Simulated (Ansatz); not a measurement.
SiH2O, triplet: from triple and quadruple zeta to the limit

```xyz
4

O    -0.8989   -0.2316    0.0000
H    -1.1482    0.6949    0.0000
H     0.2061   -0.2316    0.0000
Si    1.8411   -0.2316    0.0000
```

Connectivity, by distances: OH ··· Si, 1 bridging H.

Ansatz 0.2.0, UHF determinant, valence electrons correlated. Energies in eV.

```csv
set,X,functions,Hartree–Fock,MP2 correlation,CCSD(T) correlation,time
def2-TZVPP,3,101,-9928.1712,-9.1667,-10.1169,"40 s on 1 × NVIDIA H100 80GB HBM3 with 1 thread of AMD EPYC 7R13 Processor (Zen 3), on a shared host"
def2-QZVPP,4,187,-9928.5074,-9.8899,-10.7655,60 s on 1 × NVIDIA H100 80GB HBM3 with 1 thread of AMD EPYC 7R13 Processor (Zen 3) (shared host)
```

Hartree–Fock is taken to follow E(X) = E∞ + A·exp(−7.88·√X), correlation E(X) = E∞ + B·X^−2.97.

Cautions: lower spins were not checked.

Task: Work out the CCSD(T) energy at the limit, and how far the shortcut misses it that extrapolates MP2 and adds CCSD(T) minus MP2 from the smaller set.

Result: Hartree–Fock: E∞ = E4 + 0.1377·(E4 − E3) = -9928.5537. Correlation: E∞ = E4 + 0.7407·(E4 − E3) = -11.2460 for CCSD(T) and -10.4256 for MP2. The limit is -9939.7997 eV, 0.527 eV below def2-QZVPP. The shortcut gives a correlation energy of -10.4256 + (-0.9502) = -11.3758, 130 meV lower than the direct value.

Past Ne part of the Hartree–Fock step between the two sets comes from the cores, which don't follow the formula, so the 46 meV that it adds to the total can overshoot; that part largely cancels in differences.
